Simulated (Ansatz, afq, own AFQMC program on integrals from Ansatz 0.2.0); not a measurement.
AFQMC on a folder of integrals that Ansatz 0.2.0 wrote.

```yaml
crystal:
  periodic: [false, false, false]
  atoms:
    - {symbol: Si, position_ang: [0.000000, -0.044955, 0.000000]}
    - {symbol: H, position_ang: [0.000000, 0.626325, -1.132639]}
    - {symbol: H, position_ang: [0.000000, 0.626324, 1.132640]}
basis:
  gaussian: {orbitals: cc-pVDZ}
magnetization: {spin_polarized: true, initial_magnetization: 2}
correlation: {method: ccsd_t, electrons: outside_noble_gas, hamiltonian_folder: ham}
```

```sh
$ ansatz run in.yaml --threads 1 --pin off --events-out ev --progress --plain --max-ram 24576MiB --backend cuda --devices 0, --max-vram 18GiB
```

Options of the walk:

```
--method phaseless --trial hf --walkers 4000 --populations 20 --least-time 40 --time-step 0.005 --steps-per-block 20 --equilibration-blocks 112 --max-blocks 4000 --target-error 0.0007499999999999999 --factor-cut 1e-05 --start spin_pure --seed 6015 --taylor-order 6
```

Times are imaginary, in 1/Eh. The walk had a cap of 49 s. With eight or more populations the least sampling time is a fifth of least-time, and the error comes from their spread.

afq prints:

```
orbitals 23  electrons 4 2  factors 162 of 271
reference energy -289.98711325 Eh
CCSD correlation -0.09290495 Eh in 9 cycles, weight of the determinant in the CISD state 0.9449
energy of the start -289.987195 Eh
 block  time / (1/Eh)  mean weight  energy / Eh
     1     0.100  1.0002  -290.004211
     2     0.200  1.0006  -290.017177
     3     0.300  1.0006  -290.027680
     4     0.400  1.0005  -290.036383
     5     0.500  1.0005  -290.043115
    10     1.000  1.0002  -290.063689
    29     2.900  0.9998  -290.079342
    49     4.900  1.0001  -290.083131
    69     6.900  0.9999  -290.081405
    89     8.900  1.0002  -290.081918
   109    10.900  1.0001  -290.083418
   113    11.300  1.0000  -290.084950
   129    12.900  0.9998  -290.082411
   149    14.900  1.0001  -290.080976
   169    16.900  1.0001  -290.082081
   189    18.900  1.0003  -290.080933
error from the spread of 20 populations
energy -290.082089 +/- 0.000436 Eh
(rows thinned)
```

The run passed its tests (sampling time, drift between the halves within three errors, error under three times the target), which doesn't prove that it has relaxed. The second half of the sampling lies above the first by 2.1 errors of their difference, so the energy may still be moving and its error bar be too small.

Against this walk (error 11.9 meV) on the same determinant: CCSD(T) 13.3 meV higher (within the noise), CCSDT(Q) 0.3 meV lower (within the noise), CCSDTQ 0.4 meV lower (within the noise), full CI 0.4 meV lower (within the noise), a separate phaseless walk with a CISD trial and standard settings 0.8 ± 11.9 meV higher (within the noise). The error is statistical and leaves out the bias of the constraint.

Cautions: constraint bias not in the error; lower spins were not checked.

The walk took 18 s on 1 × NVIDIA H100 80GB HBM3 with 2 threads of AMD EPYC 7R13 Processor (Zen 3) (shared host) (the card was shared). The log's last line is the phaseless energy.

CCSDT and higher add their correlation energy to the determinant of the CCSD(T) run, since their own runs factorise the integrals more tightly (a shift of under 2 meV). A walk keeps the symmetry of its determinant, which the program's search chose and which needn't be the lowest solution, so a lower state of the same spin and another symmetry isn't excluded.
